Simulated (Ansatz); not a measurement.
# Interaction energy ladder

The pair of OH⁻ (SMILES [OH-], atoms 1–2) and C₂H₄ (SMILES C=C, atoms 3–8), both closed shells, in one local arrangement (a lower one may exist), relaxed at PBE0-D4/def2-TZVPD:

O1  (0.608, -0.521, -2.335)
H2  (-0.051, -1.056, -2.788)
C3  (0.396, 0.379, 0.418)
C4  (-0.582, 0.145, 1.288)
H5  (0.404, -0.007, -0.638)
H6  (1.246, 0.983, 0.741)
H7  (-0.575, 0.527, 2.308)
H8  (-1.447, -0.451, 1.006)
(Å)

Ansatz 0.2.0; basis: def2-TZVPPD, with def2-QZVPPD for the basis limit; cores frozen in the correlated methods. B3LYP uses VWN-RPA correlation. Extrapolation: Hartree–Fock as exp(−7.88 √X), correlation as X^−2.97. Interaction energies count from these two fragments, frozen as in the pair, with the counterpoise correction; negative means bound.

Task: What is the interaction energy by CCSD(T) at an estimated basis limit (MP2 extrapolated from triple and quadruple zeta, plus CCSD(T) − MP2 in triple zeta)? (An estimate is asked for; the value comes from the calculation.)

Result: By the calculation: -43.7 kJ/mol. Hartree–Fock alone gives -35.1 kJ/mol at the basis limit. It counts from the two fragments frozen as in the pair.

The same quantity by other methods in triple zeta, and each one's difference from that estimate:
```
   method  E_int (kJ/mol)  difference
   PBE-D4           -49.3        -5.6
revPBE-D4           -46.4        -2.7
  BLYP-D4           -44.3        -0.7
r2SCAN-D4           -48.2        -4.5
   B97M-V           -45.0        -1.3
  PBE0-D4           -50.0        -6.4
 B3LYP-D4           -46.6        -2.9
 HSE06-D4           -50.1        -6.4
  wB97X-V           -44.2        -0.5
  wB97M-V           -45.0        -1.3
   B2PLYP           -40.6         3.1
       HF           -34.6         9.1
      MP2           -39.3         4.4
     CCSD           -39.2         4.5
  CCSD(T)           -40.5         3.2
```
Differences are method less estimate.

Task: Which atoms make the shortest contact between the fragments?

Result: O1 and H5, 1.79 Å apart.

Energy to bend the free fragments (PBE0-D4 minima) into their shapes in the pair, CCSD(T)/def2-TZVPPD: OH⁻ 0.0 kJ/mol; C₂H₄ 3.6 kJ/mol. This must be added to the interaction energy to get the binding energy from relaxed fragments.

Basis-set superposition shift (counterpoise-corrected less uncorrected): CCSD(T) 3.4; MP2 3.4; HF 0.1; PBE0-D4 0.5; wB97M-V 0.4 kJ/mol.

No T1 diagnostic of these runs exceeds 0.026.

For scale, one of the runs: CCSD(T)/def2-TZVPPD, 199 basis functions, launched by `ansatz run in.yaml --threads 2 --pin off --events-out ev --progress --plain --max-ram 5222MiB`. The run took 64 s on 2 CPU threads (shared host), with 2.5 GiB of host memory at its peak.
